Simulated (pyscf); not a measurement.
**Four-centre exchange: O=Mo(=O)(OH)–Cl + H₂ → O=MoH(=O)–OH + HCl**

Gas phase, singlet surface, charge 0. Bonds broken: Mo2–Cl5, H7–H8. Bonds formed: Mo2–H7, Cl5–H8. Structures and frequencies: ωB97X-D3(BJ)/def2-SVP in PySCF.

Transition state (Å):

```xyz
8

O     -0.3465     0.4200    -1.6454
Mo    -0.5324    -0.1519    -0.0923
O      0.4258     0.7875     0.8829
O     -2.3482     0.1461     0.2983
Cl    -1.0964    -2.4012     1.1720
H     -2.8404     0.8529    -0.1397
H      0.6323    -1.5289    -0.4232
H      0.0579    -2.1242     0.2558
```

One imaginary mode, 716i cm⁻¹; descent along it reached the two sides named, in the forms told below.

```json
[
 {"bond": "Mo2–Cl5", "change": "breaks", "reactant side (Å)": "2.271", "saddle": "2.6", "product side": "3.1"},
 {"bond": "H7–H8", "change": "breaks", "reactant side (Å)": "0.760", "saddle": "1.070", "product side": "3.4"},
 {"bond": "Mo2–H7", "change": "forms", "reactant side (Å)": "3.4", "saddle": "1.834", "product side": "1.705"},
 {"bond": "Cl5–H8", "change": "forms", "reactant side (Å)": "3.1", "saddle": "1.500", "product side": "1.288"}
]
```

Electronic energies relative to the separated reactants (kcal/mol):

```json
[
 {"level": "ωB97X-D3(BJ)/def2-TZVP", "barrier": "39.3", "reaction energy": "+29.8", "reverse barrier": "9.5"},
 {"level": "PBE/def2-TZVP", "barrier": "34.4", "reaction energy": "+28.3", "reverse barrier": "6.0"},
 {"level": "r²SCAN/def2-TZVP", "barrier": "36.2", "reaction energy": "+30.5", "reverse barrier": "5.6"},
 {"level": "B3LYP-D3(BJ)/def2-TZVP", "barrier": "38.1", "reaction energy": "+28.1", "reverse barrier": "10.0"},
 {"level": "PBE0-D3(BJ)/def2-TZVP", "barrier": "35.5", "reaction energy": "+27.4", "reverse barrier": "8.1"},
 {"level": "M06-2X/def2-TZVP", "barrier": "40.2", "reaction energy": "+27.3", "reverse barrier": "12.9"},
 {"level": "ωB97M-D3(BJ)/def2-TZVP", "barrier": "38.4", "reaction energy": "+24.5", "reverse barrier": "13.9"}
]
```

With ωB97M-D3(BJ)/def2-TZVP energies and thermal terms (ideal gas, 1 atm, RRHO with modes under 100 cm⁻¹ raised to 100, one conformer, R ln 2 for chiral ones without a mode under 150 cm⁻¹), in kcal/mol:

```csv
T (K),ΔH‡,ΔG‡,ΔH,ΔG
298,38.5,47.3,+25.4,+23.6
600,37.6,56.6,+24.6,+22.1
900,37.5,66.1,+24.1,+20.9
1200,37.7,75.7,+23.9,+19.9
```

On the product side the descent ends in a complex (not fully relaxed), 5.1 kcal/mol under the separated species and 14.6 kcal/mol under the saddle at ωB97X-D3(BJ)/def2-TZVP. One saddle was located; it need not be the lowest between these sides. Elements past Kr carry the def2 core potentials, without spin-orbit coupling.
